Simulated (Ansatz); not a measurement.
SiMe2H2 (C2H8Si). The state is a triplet with charge 0. Geometry PBE-D4/def2-TZVP, that of the neutral singlet; atoms count from 1.

```xyz
11

Si    0.113    0.703   -0.168
C     0.608   -0.744   -1.268
H     1.078   -0.392   -2.197
H    -0.271   -1.347   -1.539
H     1.324   -1.400   -0.751
C    -0.709    0.110    1.419
H    -0.992    0.958    2.059
H    -0.030   -0.537    1.993
H    -1.619   -0.466    1.197
H    -0.829    1.601   -0.915
H     1.329    1.514    0.170
```

At PBE0-D4/def2-TZVP a singlet of charge 0 lies 8.25 eV below the triplet at the same geometry.

**Question.** Estimate the Mulliken populations from the PBE0/def2-TZVP orbitals of Ansatz.

**Answer.** 
| atom | charge (e) | spin (α − β) |
| --- | --- | --- |
| Si1 | -0.46 | 1.32 |
| C2 | -0.13 | -0.33 |
| H3 | 0.12 | 0.04 |
| H4 | 0.08 | 0.10 |
| H5 | 0.08 | 0.10 |
| C6 | -0.38 | -0.13 |
| H7 | 0.16 | 0.01 |
| H8 | 0.13 | 0.04 |
| H9 | 0.13 | 0.04 |
| H10 | 0.14 | 0.40 |
| H11 | 0.14 | 0.40 |
Mulliken values depend strongly on the basis.

**Question.** Where does the spin sit?

**Answer.** Summed by element: Si 1.32, C -0.46, H 1.14, of 2 unpaired in all. Largest on single atoms: Si1 1.32, H11 0.40, H10 0.40.

**Question.** And the Mayer bond orders between heavy atoms (over 0.3)?

**Answer.** Si1–C6 0.81 (1.88 Å).
